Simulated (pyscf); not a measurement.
Four-centre exchange: `[NH2][AlH2]` + `[OH2]` → `[NH2][AlH][OH]` + `[H][H]`

Gas phase, singlet surface, charge 0. Bonds broken: Al2–H5, O7–H8. Bonds formed: Al2–O7, H5–H8. Optimised with ωB97X-D3(BJ)/def2-SVP in PySCF.

Transition state (Å):

```xyz
9

N      1.4194    -1.5979     1.0812
Al     1.0534     0.0534     0.5402
H      2.3559    -1.9858     1.1180
H      0.7401    -2.3171     1.3050
H     -0.1424     0.1768    -0.7947
H      2.2159     1.1054     0.3198
O     -0.5262     0.7777     1.2586
H     -0.6245     0.6109     0.0537
H     -0.5971     1.6837     1.5858
```

One imaginary mode, 1258i cm⁻¹; descent along it reached the two sides named, in the forms told below.

```csv
bond,change,reactant side (Å),saddle,product side
Al2–H5,breaks,1.605,1.796,2.9
O7–H8,breaks,0.968,1.220,2.565
Al2–O7,forms,2.066,1.880,1.713
H5–H8,forms,2.580,1.068,0.761
```

Electronic energies relative to the separated reactants (kJ/mol):

```csv
level,barrier,reaction energy,reverse barrier
ωB97X-D3(BJ)/def2-TZVP,-10.5,-119.3,108.8
PBE/def2-TZVP,-22.2,-113.4,91.2
r²SCAN/def2-TZVP,-27.6,-126.1,98.5
B3LYP-D3(BJ)/def2-TZVP,-10.1,-120.9,110.8
PBE0-D3(BJ)/def2-TZVP,-17.3,-112.7,95.4
M06-2X/def2-TZVP,-14.5,-132.8,118.3
ωB97M-D3(BJ)/def2-TZVP,-7.2,-117.6,110.4
HF/def2-TZVP,47.4,-110.3,157.6
```

With ωB97M-D3(BJ)/def2-TZVP energies and thermal terms (ideal gas, 1 atm, RRHO with modes under 100 cm⁻¹ raised to 100, one conformer, R ln 2 for chiral ones without a mode under 150 cm⁻¹), in kJ/mol:

| T (K) | ΔH‡ | ΔG‡ | ΔH | ΔG |
|---|---|---|---|---|
| 298 | -13.0 | 27.0 | -127.3 | -121.6 |
| 600 | -12.6 | 67.6 | -122.5 | -117.7 |
| 900 | -10.0 | 107.1 | -118.7 | -116.2 |
| 1200 | -6.6 | 145.7 | -115.8 | -115.8 |

On the reactant side the descent ends in an adduct with a Al–O contact, 72.4 kJ/mol under the separated species and 61.9 kJ/mol under the saddle at ωB97X-D3(BJ)/def2-TZVP. At ωB97X-D3(BJ)/def2-TZVP, PBE, r²SCAN, B3LYP-D3(BJ), PBE0-D3(BJ), M06-2X, ωB97M-D3(BJ) the saddle lies under the separated reactants, which points to a path from their complex (located at ωB97X-D3(BJ) alone). What is counted as formed (Al–O) is already present as a longer contact in the reactant adduct; forming that adduct is a step of its own. At the saddle there is also a short Al–H contact that neither side keeps. This is the saddle that the search found; another between the same sides may lie lower.
